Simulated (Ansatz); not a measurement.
Input file:

```yaml
crystal:
  periodic: [false, false, false]
  atoms:
    - {symbol: B, position_ang: [0.000000, 0.000000, 0.000000]}
    - {symbol: Na, position_ang: [0.000000, 0.000000, 3.477000]}
basis:
  gaussian: {orbitals: cc-pVQZ}
total_charge: 1
magnetization: {spin_polarized: true, initial_magnetization: 1}
hamiltonian: {xc: {name: wB97M-V}}
output: {forces: true, orbitals: {seedname: orbitals}}
```

```sh
$ ansatz run in.yaml --threads 1 --pin off --events-out ev --progress --plain --max-ram 2393MiB
```

Log:

```
  # Of w^i u^j: cxij and so on, Table III.
  gx(w, u) = 1 - cx + cx01*u + cx10*w
  gss(w, u) = css00 + css04*u^4 + css10*w + css20*w^2 + css43*w^4*u^3
  gos(w, u) = cos00 + cos10*w + (cos20 + cos21*u)*w^2 + (cos60 + cos61*u)*w^6
      + integral(e_c_pw_mod_opposite_spin*gos(b97_w_opposite, b97_u_opposite)) + vv10(b, c)
433 factors; their error is unknown
171 factors; integrals over basis functions are off by at most 1.5e-4 eV
mean field evaluation 1: about -5080.9835 eV, gradient 7.8e0 eV
mean field evaluation 2: about -5081.5062 eV, gradient 1.7e0 eV
mean field evaluation 4: about -5081.5178 eV, gradient 2.6e-1 eV
mean field evaluation 8: about -5081.5477 eV, gradient 2.6e-2 eV
mean field evaluation 16: about -5081.5477 eV, gradient 5.9e-5 eV
mean field -5081.54768421 eV, -186.7434329980 hartree, gradient 5.9e-6 eV, S^2 0.750893; 1 other end points of the search recorded, 0 dependent functions left out
the calculation of the forces begins
reference -5081.54773665 eV, -186.7434349252 hartree; 8, 7 occupied and 106, 107 virtual orbitals, 433 factors
Total energy: -5081.54773665 eV, -186.7434349252 hartree
Atom 0 at     0.000000     0.000000     0.000000 Å, force     0.000000    -0.000000     0.254355 eV/Å
Atom 1 at     0.000000     0.000000     3.477000 Å, force     0.000000     0.000000    -0.254355 eV/Å
Dipole moment:    -0.000000    -0.000000     0.662393 e Å
```

Forces (eV/Å):
```
B    0.000  0.000  0.254
Na   0.000  0.000 -0.254
```

Ran on 1 thread of Arm Neoverse V1, shared host: 21 s wall, 0.32 GiB peak host memory.
